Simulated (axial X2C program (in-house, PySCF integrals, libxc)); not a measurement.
**SAlS: bond lengths and stretches, held linear**

An exercise on one series of results from a longer session: the logs are not shown, and one member is left open.

Computed with an in-house X2C program for linear molecules on PySCF integrals. Level: all-electron X2C, two-component (2c) or spin-free, S dyall-av3z, Al dyall-v3z.

All values are calculated.

2 further runs of the same task are left out: 2 set aside as unsound or not needed.

Set-up of the first run:

Input file task.json:

```json
{"zs": [16, 13, 16], "q": 0, "bas": ["dyall-av3z", "dyall-v3z", "dyall-av3z"], "r0": [2.07, 2.07], "symm": 1, "scan": ["PBE0", "HF", "TPSSh"], "levels": ["PBE0", "HF", "TPSSh"], "nst": 2}
```

Keys: zs atomic numbers; q charge; bas basis sets; r0 starting distance in Å; symm equal bonds; scan levels of the two-bond scan; levels methods; nst determinants followed.

The run is started by

```bash
> python solin.py task.json out
```

Masses S 31.972, Al 26.982, S 31.972 u.

Steps of the session up to this table: Scan at PBE0, 2c; Scan at TPSSh, 2c; Scan at PBE0, spin-free.

One of the session's tables, all rows but one given; the rest of the session is left out.

| level | lower stretch (cm⁻¹) | upper stretch (cm⁻¹) |
| --- | --- | --- |
| PBE0, 2c | ? | ? |
| TPSSh, 2c | 412.8 | 638.5 |
| PBE0, spin-free | 420.3 | 588.0 |
| TPSSh, spin-free | 412.9 | 638.6 |

Q: Estimate the row for PBE0, 2c from the others.

**Answer.** lower stretch (cm⁻¹): 420.1; upper stretch (cm⁻¹): 588.4. In the column «lower stretch (cm⁻¹)» it lies between TPSSh, spin-free (412.9) and PBE0, spin-free (420.3).

Scans not shown above were run alike.

The molecule was held linear; bending was not examined, so a bent shape may lie lower. Note: functional without a current term on a determinant with orbital currents, of the molecule or an atom.
